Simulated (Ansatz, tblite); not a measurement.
# BH2(vinyl) (C2H5B): removing and adding an electron

The task here is to estimate one member of a computed series from the others.

The runs use Ansatz 0.2.0, Gaussian basis; as each input shows.

The runs, in order: charge +1 doublet, at the geometry of the singlet (PBE0-D4/def2-TZVP, PBE-D4/def2-TZVP, r2SCAN-D4/def2-TZVP, CCSD(T)/def2-TZVPP); charge -1 doublet, at the geometry of the singlet (PBE0-D4/def2-TZVPD, PBE-D4/def2-TZVPD, r2SCAN-D4/def2-TZVPD, CCSD(T)/def2-TZVPD); the starting singlet's energies come from earlier runs.

### The structure

The singlet was relaxed beforehand with r2SCAN-D4/def2-TZVP.

8 atoms, charge 0, spin multiplicity 1.

Atoms are counted from 1 here; the program's logs count them from 0.

Bond lengths: B1–H2 1.196 Å, B1–H3 1.198 Å, B1–C4 1.535 Å, C4–C5 1.343 Å, C4–H6 1.090 Å, C5–H7 1.087 Å, C5–H8 1.088 Å. Angles: H2–B1–H3 119.4°, H2–B1–C4 121.8°, H3–B1–C4 118.8°, B1–C4–C5 120.8°, B1–C4–H6 121.7°, C5–C4–H6 117.5°, C4–C5–H7 120.5°, C4–C5–H8 123.1°, H7–C5–H8 116.5°.

The first run:

Input file in.yaml:

```yaml
crystal:
  periodic: [false, false, false]
  atoms:
    - {symbol: B, position_ang: [0.672002, 1.022480, -0.403577]}
    - {symbol: H, position_ang: [1.360536, 1.401650, -1.304602]}
    - {symbol: H, position_ang: [0.450162, 1.756442, 0.516333]}
    - {symbol: C, position_ang: [0.060615, -0.385896, -0.389996]}
    - {symbol: C, position_ang: [-0.707476, -0.792956, 0.633576]}
    - {symbol: H, position_ang: [0.230598, -1.091578, -1.202585]}
    - {symbol: H, position_ang: [-0.908573, -0.128433, 1.469935]}
    - {symbol: H, position_ang: [-1.157844, -1.781709, 0.680927]}
basis:
  gaussian: {orbitals: def2-TZVP}
total_charge: 1
magnetization: {spin_polarized: true, initial_magnetization: 1}
hamiltonian: {xc: pbe0, dispersion: d4}
output: {orbitals: {seedname: orbitals}}
```

Started as:

```console
> ansatz run in.yaml --threads 4 --pin off --events-out ev --progress --plain --max-ram 3916MiB
```

Among the steps run: Charge +1 doublet at the fixed geometry, PBE0-D4/def2-TZVP; Charge +1 doublet at the fixed geometry, PBE-D4/def2-TZVP; Charge +1 doublet at the fixed geometry, r2SCAN-D4/def2-TZVP; Charge +1 doublet at the fixed geometry, CCSD(T)/def2-TZVPP.

One table of the session follows, with a row left open; its other results are not shown here.

It belongs to the step «Vertical ionisation energy». 

| method | vertical ionisation energy (eV) |
| --- | --- |
| HF/def2-TZVPP | ? |
| PBE-D4/def2-TZVP | 10.90 |
| r2SCAN-D4/def2-TZVP | 10.85 |
| PBE0-D4/def2-TZVP | 10.85 |
| MP2/def2-TZVPP | 11.04 |
| CCSD/def2-TZVPP | 10.77 |
| CCSD(T)/def2-TZVPP | 10.96 |

**Question.** Estimate the row for HF/def2-TZVPP.

As computed: vertical ionisation energy (eV): 9.20. In the column «vertical ionisation energy (eV)» it is the lowest.

To keep in mind: The closed-shell reference under CCSD(T)/def2-TZVPP is unstable towards broken spin symmetry, which adds to the doubt on it. The anion's highest level is positive in at least one run, so there the basis alone may hold the extra electron.
